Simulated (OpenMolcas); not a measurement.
## How the cost of M06-HF grows with the basis: CHCl3 (chloroform)

CHCl3: 5 atoms, total charge 0, spin state singlet. SMILES: `ClC(Cl)Cl`. The coordinates come from a PBE0-D4/def2-TZVP relaxation.

M06-HF, gradient, OpenMolcas 26.06, on 1 thread of Arm Neoverse V1, shared host. N is the number of basis functions, t the processor time.

| basis | N | t (s) | ln N | ln t |
| --- | --- | --- | --- | --- |
| STO-3G | 33 | 3.6 | 3.497 | 1.281 |
| 3-21G | 50 | 4.8 | 3.912 | 1.569 |
| 6-31G(d) | 70 | 9.8 | 4.248 | 2.282 |
| 6-31G(d,p) | 73 | 11 | 4.290 | 2.398 |
| 6-311G(d,p) | 102 | 16 | 4.625 | 2.773 |
| 6-311++G(d,p) | 119 | 25 | 4.779 | 3.219 |
| 6-311++G(2d,2p) | 142 | ? | 4.956 | ? |

Q: Fit t = C·Nᵖ to the known rows and estimate the time in 6-311++G(2d,2p).

A: 
1. Means of the 6 rows: ln N = 4.22517, ln t = 2.2537.
2. Σ(Δln N)² = 1.0996, Σ(Δln N·Δln t) = 1.675, so the slope is 1.675/1.0996 = 1.5233.
3. Intercept: 2.2537 − (1.5233) × 4.22517 = -4.1825. The largest residual of the fit is 0.208.
4. ln t = -4.1825 + 1.5233 × 4.956, so t ≈ 29 s.

The run took 44 s, so the estimate is too short by a factor of about 1.5. The fitted power is 1.5, with the electron count fixed. The times don't lie on a line: the count of functions alone doesn't set the cost here, and shared hosts add noise. Fixed start-up costs flatten the line at the short runs, so it runs low for the long one.
